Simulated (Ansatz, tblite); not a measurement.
Forces on the cluster MgAl2⁻ at its PBE0-D4/def2-TZVPD geometry. Charge -1, multiplicity 2.

The xTB rows come from tblite. The structure comes from a short search, and lower isomers may exist.

GFN1-xTB (tblite), largest force 0.50 eV/Å:

```xyz
3
positions Å, forces eV/Å
Al    0.804    1.048   -0.696   -0.346   -0.365   -0.003
Al   -0.947   -0.758   -0.870    0.352    0.354    0.067
Mg    0.143   -0.290    1.566   -0.006    0.012   -0.064
```

GFN2-xTB (tblite), largest force 0.18 eV/Å:

```
Al 0.022 -0.001 0.087
Al -0.006 -0.030 0.085
Mg -0.016 0.032 -0.173
```

PBE0-D4/def2-TZVPD (Ansatz), largest force 0.00 eV/Å:

```
Al 0.001 0.001 -0.001
Al -0.001 0.000 -0.001
Mg 0.000 -0.001 0.002
```
